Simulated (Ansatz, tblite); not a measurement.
Removing and adding an electron: BH₂F. The state is a singlet with charge 0. Geometry: PBE-D4/def2-TZVP. Ansatz, gas phase; energy differences of separate SCF runs; the oxidised species was run as a doublet alone; the reduced species was run as a doublet alone.

```csv
atom,x (Å),y (Å),z (Å)
B1,0.027,-0.005,-0.045
H2,-0.397,0.557,-1.022
H3,1.024,-0.681,-0.022
F4,-0.654,0.129,1.089
```

The xTB rows come from tblite. Correlated methods freeze 2 core orbitals. HOMO above LUMO, or a gap near zero within one spin, warns that the state may not be the lowest or that an electron is smeared out.

Problem. Estimate orbital energies and vertical ionisation energies and electron affinities at: GFN1-xTB; GFN2-xTB; HF/def2-TZVPD; HF/def2-TZVPP; PBE-D4/def2-TZVP; PBE-D4/def2-TZVPD; r2SCAN-D4/def2-TZVP; r2SCAN-D4/def2-TZVPD; PBE0-D4/def2-TZVP; PBE0-D4/def2-TZVPD; MP2/def2-TZVPD; MP2/def2-TZVPP; CCSD/def2-TZVPD; CCSD/def2-TZVPP; CCSD(T)/def2-TZVPD; CCSD(T)/def2-TZVPP.

Solution. 
| level | −HOMO (eV) | vertical IE (eV) | −LUMO (eV) | vertical EA (eV) | HOMO–LUMO gap (eV) | IE − EA (eV) | remarks |
| --- | --- | --- | --- | --- | --- | --- | --- |
| GFN1-xTB | 12.64 | 16.99 | 7.46 | 2.60 | 5.19 | 14.39 | – |
| GFN2-xTB | 12.07 | 16.22 | 7.35 | 1.98 | 4.72 | 14.25 | – |
| HF/def2-TZVPD | – | – | – | -1.58 | – | – | HOMO above zero (-1 doublet) |
| HF/def2-TZVPP | – | 12.34 | – | – | – | – | – |
| PBE-D4/def2-TZVP | 7.77 | 12.09 | 2.27 | – | 5.50 | – | – |
| PBE-D4/def2-TZVPD | 7.80 | – | 2.33 | -0.70 | 5.47 | – | HOMO above zero (-1 doublet), gap within one spin near zero (-1 doublet) |
| r2SCAN-D4/def2-TZVP | 8.13 | 12.23 | 1.81 | – | 6.33 | – | – |
| r2SCAN-D4/def2-TZVPD | 8.15 | – | 1.84 | -0.71 | 6.31 | – | HOMO above zero (-1 doublet) |
| PBE0-D4/def2-TZVP | 9.36 | 12.43 | 1.21 | – | 8.14 | – | – |
| PBE0-D4/def2-TZVPD | 9.38 | – | 1.27 | -0.78 | 8.11 | – | HOMO above zero (-1 doublet) |
| MP2/def2-TZVPD | – | – | – | -1.11 | – | – | HOMO above zero (-1 doublet) |
| MP2/def2-TZVPP | – | 12.73 | – | – | – | – | – |
| CCSD/def2-TZVPD | – | – | – | -1.07 | – | – | HOMO above zero (-1 doublet) |
| CCSD/def2-TZVPP | – | 12.81 | – | – | – | – | – |
| CCSD(T)/def2-TZVPD | – | – | – | -1.04 | – | – | HOMO above zero (-1 doublet) |
| CCSD(T)/def2-TZVPP | – | 12.73 | – | – | – | – | – |

   A HOMO above zero means that the electron is unbound at that level or that self-interaction error raises the level; the energy of removing that electron tells which. Raw xTB energy differences between charge states are shifted by several eV; the methods need an empirical correction for them. A negative affinity means that the extra electron isn't bound; its size then hangs on the basis.
